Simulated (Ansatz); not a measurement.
Worked example: SiH2(NH2)(SiH3) → SiH2(NH2) + SiH3

Species: SiH2(NH2)(SiH3), singlet; SiH2(NH2), doublet; SiH3 (silyl radical) `[SiH3]`, doublet. 

Shapes, held fixed at every level: PBE0-D4/def2-TZVP. Flexible molecules stand in one conformer, not always the lowest. Programs: Ansatz 0.2.0. Electronic energies: no zero-point or thermal term.

At CCSD(T)/CBS estimate; 1 Eh = 2625.50 kJ/mol:

| species | energy (Eh) |
| --- | --- |
| SiH2(NH2)(SiH3) | -637.082973 |
| SiH2(NH2) | -346.150766 |
| SiH3 | -290.808079 |

Work out ΔE of the reaction at this level.


1. Products less reactants: (-346.150766) + (-290.808079) − [(-637.082973)] = 0.124128 Eh = +325.9 kJ/mol.

Other levels give +233.7 (HF/def2-TZVPP) to +325.6 kJ/mol (wB97M-V/def2-TZVPP). No measured value is set beside it here. Open shells run unrestricted unless RO is named. The CBS estimate extrapolates MP2 from def2-TZVPP and def2-QZVPP and adds CCSD(T) − MP2 in the triple-zeta set, cores frozen.
